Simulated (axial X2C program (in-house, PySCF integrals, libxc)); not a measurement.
**OB⁻: bond curves with and without spin–orbit coupling**

What are the state, bond length, wavenumber and bond energy of OB⁻, and what does spin–orbit coupling change?

Computed with an in-house X2C program for linear molecules on PySCF integrals. Level: all-electron X2C, O dyall-av3z, B dyall-av3z.

All values are calculated.

## (1) The job

File task.json:

```json
{
 "zs": [
  8,
  5
 ],
 "q": -1,
 "bas": [
  "dyall-av3z",
  "dyall-av3z"
 ],
 "levels": [
  "PBE0",
  "HF",
  "BLYP"
 ],
 "cc": true,
 "r0": 1.35,
 "thr": -2.0,
 "nmax": 90,
 "npts": 10,
 "nst": 2,
 "ntry": 6
}
```

Keys: zs atomic numbers; q charge; bas basis sets; levels methods (HF also brings MP2); cc coupled cluster on or off; r0 starting distance in Å; thr threshold in hartree for freezing inner shells (an s shell follows its p shell); nmax most natural virtual spinors; npts points asked for on the curve; nst determinants followed; ntry starts of the search.

Started as:

```
python so2c.py task.json out
```

Spin-free means the one-electron spin-free X2C Hamiltonian; two-component (2c) means X2C with spin–orbit coupling and atomic mean-field two-electron Coulomb and Gaunt terms. Basis: O dyall-av3z contracted to [7s6p3d2f], B dyall-av3z contracted to [8s7p3d2f]; Gaussian nuclei, density fitting. Masses: O 15.995 u, B 11.009 u.

Notation: σ, π±, δ± give the projection m of an orbital's angular momentum (0, ±1, ±2), α and β its spin, Λ and M_S the sums; ω is the projection of a spinor's total angular momentum and Ω the sum. Logs are in hartree.

After this run come: PBE0, spin-free; HF, spin-free; BLYP, spin-free; MP2 and beyond, spin-free; PBE0, 2c; HF, 2c; BLYP, 2c; MP2 and beyond, 2c.

Before running it: what results should come out? Wanted: for each run, Hamiltonian; Re; ωe; De; μ.

**Answer**, as computed:

Lowest determinant that the search found at its distance (another Ω component may lie lower), spin-free: M_S = 0, Λ = 0 (closed shell).

Lowest determinant that the search found at its distance (another Ω component may lie lower), 2c: Ω = 0 (closed shell).

```
Hamiltonian    level  Re (Å)  ωe (cm⁻¹)  De (eV)  μ (D)
  spin-free     PBE0   1.232       1752     9.45  -2.40
  spin-free       HF   1.216       1861     7.50  -2.18
  spin-free      MP2   1.248       1672     9.81    n/a
  spin-free     CCSD   1.239       1730     9.17    n/a
  spin-free  CCSD(T)   1.246       1692     9.33    n/a
  spin-free     BLYP   1.244       1673     9.30  -2.44
         2c     PBE0   1.232       1752     9.45  -2.40
         2c       HF   1.216       1861     7.50  -2.18
         2c      MP2   1.248       1672     9.82    n/a
         2c     CCSD   1.239       1730     9.17    n/a
         2c  CCSD(T)   1.246       1691     9.33    n/a
         2c     BLYP   1.244       1674     9.30  -2.44
```

Dipoles are positive if B is the positive end and refer to the centre of mass.

**Reading.** At CCSD(T), going from spin-free to two-component changes Re by 0 mÅ, ωe by -0.1 %; the spin-free picture holds up (part of it comes from the scalar share of the two-electron terms). De moves by 0.00 eV; both De rest on single-determinant atoms, which can miss part of an open shell's spin–orbit lowering.

De refers to O- + B; at HF, spin-free, to O + B-; at HF, two-component, to O + B-, the ground-state fragments, which need not be this curve's own limit. Each curve is one determinant whose occupation by symmetry is held fixed; it was picked as the lowest of a PBE0 search that is not exhaustive. The closed shell is kept restricted; where the fragments are open shells, the energy then runs too high at long range. Dissociation energies refer to the lowest single-determinant-based atoms at the same level and basis. Coupled cluster ran in a truncated set of natural virtual spinors; the MP2 energy of the rest was added.
